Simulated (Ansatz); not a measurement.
This geometry of AlH₆NO (9 atoms, charge 0, multiplicity 1) is a first-order saddle point.

All numbers below come from RKS B3LYP-D4/def2-TZVP (Ansatz).

```xyz
9
Properties=species:S:1:pos:R:3
Al -0.030 0.192 0.160
N -0.019 0.085 2.070
H -0.769 -0.393 2.554
H 0.841 -0.086 2.576
H 1.384 0.013 -0.520
H -1.379 -0.333 -0.489
O -0.283 2.029 0.688
H -1.096 2.514 0.513
H -0.275 1.454 1.667
```

Problem. Which two structures does it join? (They come from a converged band through this point; their orientation in space is the band's.)

Solution. Bonds broken: O7–H9. Bonds formed: N2–H9.

Initial state:

```xyz
9
Properties=species:S:1:pos:R:3
Al -0.014 0.119 0.285
N 0.026 -0.094 2.107
H -0.729 -0.554 2.596
H 0.888 -0.308 2.589
H 1.372 0.045 -0.474
H -1.391 -0.252 -0.421
O -0.299 2.103 0.619
H -1.136 2.491 0.332
H -0.344 1.927 1.587
```

Final state:

```xyz
9
Properties=species:S:1:pos:R:3
Al -0.181 0.453 0.126
N 0.000 0.143 2.148
H -0.727 -0.451 2.535
H 0.902 -0.221 2.438
H 1.288 0.137 -0.408
H -1.358 -0.538 -0.294
O -0.593 2.121 0.409
H -0.843 2.752 -0.264
H -0.114 1.081 2.529
```

Problem. How far does it lie above each of them?

Solution. 2.2 kcal/mol above the first and 22.5 kcal/mol above the second. This is the barrier of this one path; another mechanism may lie lower. The orbitals stay closed-shell, which can raise the energy where a bond breaks towards radicals; this wasn't checked here.

Time of the run: 62 s on 4 threads of Intel(R) Xeon(R) Gold 6455B (Sapphire Rapids), with other jobs on the host, peak memory 0.26 GiB.
